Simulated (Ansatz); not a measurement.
Worked example: correlation energy of NS, doublet

Geometry: a point of a stretch scan, not a stationary point.

```xyz
2

N     0.0000    0.0000    0.0000
S     0.0000    0.0000    1.3210
```

Basis 6-31G; Ansatz 0.2.0. Only valence electrons are correlated (noble-gas cores frozen), which leaves 11 electrons in 16 orbitals. Prefix R: restricted or restricted open-shell reference; prefix U: unrestricted.

Full CI is exact within this basis and frozen core; it isn't the basis-set limit. The frozen core follows each run's orbitals, which can shift R against U totals by a few meV.

Runs differ by some tens of microhartree through their thresholds and, for an open shell, their frozen cores, so steps under 0.1 kcal/mol mean nothing.

| level | total energy (hartree) |
| --- | --- |
| UHF | -451.717754 |
| UMP2 | -451.865636 |
| UCCSD | -451.874825 |
| UCCSD(T) | -451.878945 |
| UCCSDT | -451.879375 |
| UCCSDT(Q) | -451.880153 |
| UCCSDTQ | -451.880125 |
| full CI | -451.880201 |

**Question.** What is the correlation energy at full CI, and what share of it do UMP2 and UCCSD recover?

**Answer.** E(corr) = -451.880201 − (-451.717754) = -0.162447 hartree = -4.420 eV. UMP2: -0.147882 / -0.162447 = 91.03 %. UCCSD: -0.157071 / -0.162447 = 96.69 %.

**Question.** By how many kcal/mol does UCCSD(T) miss full CI (1 hartree = 627.509 kcal/mol), and which steps make up the rest?

**Answer.** -451.878945 − (-451.880201) = 0.001256 hartree = 0.79 kcal/mol. Steps: UCCSDT − UCCSD(T) = -0.27, UCCSDT(Q) − UCCSDT = -0.49, UCCSDTQ − UCCSDT(Q) = 0.02, full CI − UCCSDTQ = -0.05 kcal/mol. That is within 1 kcal/mol of the reference in this basis, which itself misses far more of the correlation at the basis-set limit.
